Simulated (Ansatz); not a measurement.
Job for Ansatz (a program for electronic structure): U-wB97X-V/cc-pV(T+d)Z on SiH2 (SMILES [SiH2]), a point of a bond scan (R = 2.666 Å). Files ending in .json are basis or fitting sets from the Basis Set Exchange.

Ansatz 0.2 input:
```yaml
crystal:
  periodic: [false, false, false]
  atoms:
    - {symbol: Si, position_ang: [0.01417596, -0.00086442, 0.13209978]}
    - {symbol: H, position_ang: [-0.20711488, -1.89806292, -1.72734130]}
    - {symbol: H, position_ang: [-0.08618752, 1.09707968, -0.91895895]}
basis:
  gaussian:
    orbitals: cc-pV_T+d_Z.json
hamiltonian:
  xc: {name: wB97X-V}
magnetization: {spin_polarized: true, initial_magnetization: 0}
```

It printed:

```
Functional definition: wB97X-V
[...]
integrals: 0.01 GiB planned
437 factors; their error is unknown
integrals: 0.05 GiB planned
94 factors; integrals over basis functions are off by at most 5.0e-5 eV
mean field: 0.21 GiB planned
mean field evaluation 1: about -7902.8755 eV, gradient 8.8e0 eV
mean field evaluation 2: about -7903.5566 eV, gradient 5.8e0 eV
mean field evaluation 4: about -7903.8810 eV, gradient 2.3e-1 eV
mean field evaluation 8: about -7903.9204 eV, gradient 2.1e-2 eV
mean field evaluation 16: about -7903.9204 eV, gradient 2.3e-5 eV
mean field evaluation 32: about -7898.3326 eV, gradient 9.5e0 eV
mean field -7904.01248236 eV, -290.4671011945 hartree, gradient 6.1e-6 eV, S^2 0.404211; 4 other end points of the search recorded, 0 dependent functions left out
reference -7904.01248144 eV, -290.4671011607 hartree; 8, 8 occupied and 59, 59 virtual orbitals, 437 factors
Total energy: -7904.01248144 eV, -290.4671011607 hartree
```

The calculation finished and met its thresholds. Its determinant has ⟨S²⟩ = 0.40, a mixture of spin states.

Cost: around 5 core-seconds (rough).
